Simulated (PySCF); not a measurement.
Coordinates in bohr (charge 0 multiplicity 1):
```
O     0.0000    0.0000   -0.7987
O     2.0096    0.0000    0.3994
O    -2.0096    0.0000    0.3994
```

These are results of PBE0 in PySCF with O def2-TZVP; no relativity; density-fitted integrals, not measurements.

This geometry of O3 is a stationary point at this level.

Q: What is the point group?

A: C2v.

Q: Is it a minimum?

A: Yes: all harmonic wavenumbers are real.

Q: Which band is strongest in the infrared?

A: 1305 cm⁻¹ (b2), 254 km/mol.

Q: Give the atomic charges and bond orders.

A: 
```json
{"atom": "O1", "Mulliken": "0.31", "Löwdin": "0.19", "polar tensor": "0.68", "Mayer order to O1": "–"}
{"atom": "O2,3", "Mulliken": "-0.15", "Löwdin": "-0.10", "polar tensor": "-0.34", "Mayer order to O1": "1.38"}
```
Other Mayer orders above 0.3: O–O 0.46.

Only a few start shapes were tried, so a lower isomer may exist.
